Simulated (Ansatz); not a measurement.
We consider litharge SnO, described by rVV10 in Ansatz (PAW).

Estimate the interlayer binding energy, layer repeat distance and gap between the layers that the calculation returns.


* **interlayer binding energy**: 32.5 meV/Å²
* **layer repeat distance**: 4.947 Å
* **gap between the layers**: 2.618 Å

Spin–orbit coupling is not included.

Ansatz is a first-principles code.
